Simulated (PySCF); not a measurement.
# F3HP: the cost of one run

Programs: PySCF 2.14.0, with routines of our own; each step states its level. All values are computed. Atoms count from 0.

### Step 1. The system as given

5 atoms, charge 1, multiplicity 1; geometry from: GFN2-xTB.

### Step 2. Optimising the geometry at PBE0-D3(BJ)/def2-SVP

The job: settings as JSON, then the geometry in Å.

```
{"job": {"xc": "PBE0", "basis": "def2-SVP", "d3": "d3bj", "grid": 1, "kind": "geom"}, "charge": 1, "multiplicity": 1}
F     -0.387994     1.293087    -0.615168
P     -0.013940     0.002370     0.103998
F     -0.796500    -1.067340    -0.648236
F      1.429599    -0.243829    -0.318898
H     -0.222542     0.018564     1.461118
```

The run is started by

```
OMP_NUM_THREADS=1 python excited_run.py task.json out
```

The driver reads the jobs from task.json and runs them one after another.

Q: Estimate the wall time and peak memory of this first job on 1 thread of Intel Xeon Platinum 8488C, shared host.

About 7 s, with a peak of 0.34 GiB.
